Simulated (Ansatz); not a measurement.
Reaction (SMILES): C=CCl → [CH]=CCl + H atom
B3LYP-D3(BJ)/def2-TZVP geometries, fixed; electronic energies without zero-point terms.

Basis-set convergence of the bond dissociation energy at B3LYP with Ansatz (a program for electronic structure). Cartesian d functions, on some or all atoms, in 6-31+G*, 6-311G**, 6-311+G**; all else is spherical. The program fits the integrals of some runs and decomposes those of others, by size. Open shells are unrestricted. No added dispersion term, no relativity. Functions are those of the species that has most. Reference: the value in aug-pcseg-3, 116.91 kcal/mol, itself unsure by roughly 0.01 kcal/mol (its mean distance from aug-cc-pV(Q+d)Z, def2-QZVPPD, pcseg-3).

| basis | functions | bond dissociation energy (kcal/mol) |
|---|---|---|
| STO-3G | 22 | ___ |
| 3-21G | 37 | 117.26 |
| 6-31G | 37 | ___ |
| cc-pV(D+d)Z | 66 | 115.95 |
| 6-31+G* | 67 | 116.89 |
| 6-311G** | 81 | 116.63 |
| 6-311+G** | 93 | ___ |
| 6-311++G(2d,2p) | 119 | 116.83 |
| def2-TZVPD | 147 | ___ |
| jun-cc-pV(T+d)Z | 168 | 116.87 |
| def2-TZVPPD | 176 | 116.89 |
| 6-311++G(3df,3pd) | 179 | 116.93 |
| aug-pcseg-2 | 211 | 116.82 |
| aug-cc-pV(T+d)Z | 216 | 116.80 |
| cc-pV(Q+d)Z | 264 | 116.93 |
| def2-QZVPPD | 304 | 116.87 |
| aug-cc-pV(Q+d)Z | 387 | 116.90 |
| aug-pcseg-3 | 406 | 116.91 |

Task: Fill in the missing entries.

Result: 
- STO-3G, bond dissociation energy (kcal/mol): 141.37
- 6-31G, bond dissociation energy (kcal/mol): 116.33
- 6-311+G**, bond dissociation energy (kcal/mol): 116.50
- def2-TZVPD, bond dissociation energy (kcal/mol): 116.66
